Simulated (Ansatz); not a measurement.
Compare A (`C=C1OC1(C)C`) with its isomer B (`CC(=O)C1CC1`).

Calculated with Ansatz (gas phase, PBE0-D4/def2-TZVP geometries, no zero-point term in ΔE). CBS: MP2 limit from def2 TZ/QZ plus the TZ coupled-cluster correction, frozen cores. DFT in def2-TZVPP. B3LYP here is the variant with VWN-RPA as its local correlation; programs differ in this. One conformer a species, not always the lowest.

(1) Which isomer does CCSD(T)/CBS put lower? Give the gap. (An estimate is asked.)

(2) Give E(B) − E(A) in kJ/mol with CCSD(T)/def2-TZVPP, B3LYP, B3LYP-D4, MP2/def2-TZVPP, r2SCAN-D4, PBE0-D4, HF/def2-TZVPP. (Best estimate.)

Largest T1 diagnostic: 0.013.

Results:

(1) Computed: B, by 95.4 kJ/mol.

(2) The calculation gave: CCSD(T)/def2-TZVPP -97.4, B3LYP -92.4, B3LYP-D4 -91.9, MP2/def2-TZVPP -102.0, r2SCAN-D4 -93.8, PBE0-D4 -97.6, HF/def2-TZVPP -112.5. None reverses the order clearly.

In def2-TZVPP, CCSD(T) changes the Hartree–Fock value by +15.1 kJ/mol (the triples alone add +3.0 kJ/mol) and MP2 by +10.5 kJ/mol. From PBE to PBE0 (25 % exact exchange), in def2-TZVPP and without D4, E(B) − E(A) moves by −9.5 kJ/mol.
